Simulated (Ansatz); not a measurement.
Results of RPBE (Ansatz, a program for electronic structure, plane waves, PAW) for corundum (α-Al2O3).

Settings: plane-wave cutoff 520 eV, 10×10×10 k mesh, Fermi–Dirac smearing 0.01 eV, scalar-relativistic PAW data made under PBE.

Cell (measured lattice):

Space group R-3c, hexagonal axes (No. 167); a = b = 4.7570 Å, c = 12.9877 Å, α = β = 90.00°, γ = 120.00°

```csv
atom,site,symmetry,x,y,z
Al,12c,3.,0.0000,0.0000,0.1478
O,18e,.2,0.3062,0.3062,0.2500
```
(The calculation used a cell of 10 atoms; values per cell refer to that cell.)

Task: Give the computed band gap.

Result: 
- band gap = 6.35 eV (direct)

Note: cell and atoms aren't relaxed at this level (largest force component 0.05 eV/Å, pressure 13.2 GPa).
